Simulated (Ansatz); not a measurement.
Reaction (SMILES): C=C (C2H4) + 2 [H][H] (H2) → 2 C (CH4)
B3LYP-D3(BJ)/def2-TZVP geometries, fixed; electronic energies without zero-point terms.
Largest species:
```xyz
6

C     -0.0012    -0.0058     0.6623
C      0.0012     0.0058    -0.6623
H      0.0167     0.9104     1.2401
H     -0.0212    -0.9321     1.2238
H      0.0212     0.9321    -1.2238
H     -0.0167    -0.9104    -1.2401
```
Charge 0, spin multiplicity 1.

Energies in hartree at r2SCAN with Ansatz (a quantum-chemistry and plane-wave program); the energy of full hydrogenation is their sum with the coefficients shown, times 627.509 kcal/mol a hartree. All functions are spherical. The program fits the integrals of some runs and decomposes those of others, by size. No added dispersion term, no relativity.

```csv
species,coefficient,part,cc-pVDZ,cc-pVTZ,cc-pVQZ
C=C (C2H4),-1,r2SCAN,-78.53288,-78.56085,-78.56609
[H][H] (H2),-2,r2SCAN,-1.16596,-1.17128,-1.17175
C (CH4),+2,r2SCAN,-40.48181,-40.50025,-40.50304
```

Q: Predict the energy of full hydrogenation in cc-pV5Z (X = 5): let each r2SCAN step shrink by the ratio of the last two. Compare with the run.

A: 
- C=C (C2H4): steps -0.02797 and -0.00524, ratio 0.187, so r2SCAN -78.56707 (run: -78.56812).
- [H][H] (H2): steps -0.00532 and -0.00047, ratio 0.088, so r2SCAN -1.17179 (run: -1.17189).
- C (CH4): steps -0.01844 and -0.00279, ratio 0.151, so r2SCAN -40.50346 (run: -40.50415).
Predicted -60.41 kcal/mol; the run in cc-pV5Z gives -60.49, a miss of 0.08. Keeping the value in cc-pVQZ, -60.55, would miss by -0.06. All sums are of the energies as printed.
